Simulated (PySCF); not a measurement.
# AlCl: frontier orbitals

PBE at R = 2.153 Å; Al x2c-SVPall, Cl x2c-SVPall; spin-free X2C with a Gaussian nucleus (PySCF 2.14). State: ¹Σ⁺ (singlet), closed shell. Only the outer orbitals are listed, counted within each symmetry.

```
orbital  occ.  ε (eV)  on Al (%)            main shells (%)
     7σ     2  -19.78          5                    94 Cl s
     8σ     2   -9.77         35           61 Cl p, 32 Al s
     3π     2   -7.66          8                    92 Cl p
     3π     2   -7.66          8                    92 Cl p
     9σ     2   -5.97         79  62 Al s, 21 Cl p, 16 Al p
     4π     0   -2.25         93                    93 Al p
     4π     0   -2.25         93                    93 Al p
    10σ     0    0.14        101                    89 Al p
```

Which are the highest filled and the lowest empty level, where do they sit, and how wide is the gap?

Highest filled 9σ at -5.97 eV (in %: 62 Al s, 21 Cl p, 16 Al p); lowest empty 4π at -2.25 eV (in %: 93 Al p); the gap at PBE is 3.72 eV.

```json
{
  "bond order (Mayer)": "1.18",
  "⟨S²⟩": "0.000",
  "charge on Al (Mulliken, basis-dependent)": "0.28",
  "charge on Al (Löwdin, basis-dependent)": "0.07",
  "dipole moment (positive dipole means Al(−)Cl(+))": "-1.11 D",
  "polarisability along the bond": "55.6 bohr³",
  "polarisability across the bond": "39.3 bohr³"
}
```

Shares are Mulliken populations and can fall outside 0 to 100 %.
